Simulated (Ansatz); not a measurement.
The input, for Ansatz 0.2.0:

```yaml
crystal:
  periodic: [false, false, false]
  atoms:
    - {symbol: H, position_ang: [-2.734658, 0.000000, -0.000002]}
    - {symbol: H, position_ang: [-1.619658, 0.000000, -0.000001]}
    - {symbol: Si, position_ang: [0.097342, 0.000000, 0.000000]}
    - {symbol: H, position_ang: [0.547316, -1.416253, 0.000000]}
    - {symbol: H, position_ang: [0.547317, 0.708126, -1.226511]}
    - {symbol: H, position_ang: [0.547315, 0.708127, 1.226511]}
basis:
  gaussian: {orbitals: cc-pVDZ}
magnetization: {spin_polarized: false, initial_magnetization: 1}
correlation: {method: sc_nevpt2, electrons: outside_noble_gas, active_space: {window: {electrons: 9, orbitals: 9}, shells: [{species: H, l: s, shell: 1}, {species: Si, l: s, shell: 3}, {species: Si, l: p, shell: 3}]}}
```

```sh
$ ansatz run in.yaml --threads 1 --pin off --events-out ev --progress --plain --max-ram 2393MiB
```

The program prints:

```
789 factors; integrals over basis functions are off by at most 1.8e-7 eV
mean field evaluation 1: about -7937.0358 eV, gradient 9.4e0 eV
mean field evaluation 2: about -7937.0528 eV, gradient 9.4e0 eV
mean field evaluation 4: about -7937.7952 eV, gradient 9.8e-1 eV
mean field evaluation 8: about -7937.8385 eV, gradient 6.2e-2 eV
mean field -7937.83854393 eV, -291.7101860291 hartree, gradient 1.6e-6 eV, S^2 0.750000; 0 other end points of the search recorded, 0 dependent functions left out
reference -7937.83854393 eV, -291.7101860291 hartree; 10, 9 occupied and 33, 34 virtual orbitals, 789 factors
state -7939.66768983 eV, -291.7774059011 hartree
state -7939.66768983 eV, -291.7774059011 hartree; corrected -7941.61454885 eV, -291.8489516504 hartree
Total energy: -7941.61454885 eV, -291.8489516504 hartree
Checks for a lower state left out: starts, orbital_swaps
```

For the same geometry and basis UCCSDT(Q) lies 886.3 meV lower.

Ran on 1 thread of Arm Neoverse V1, shared host: 2.9 s wall, 0.11 GiB peak host memory.
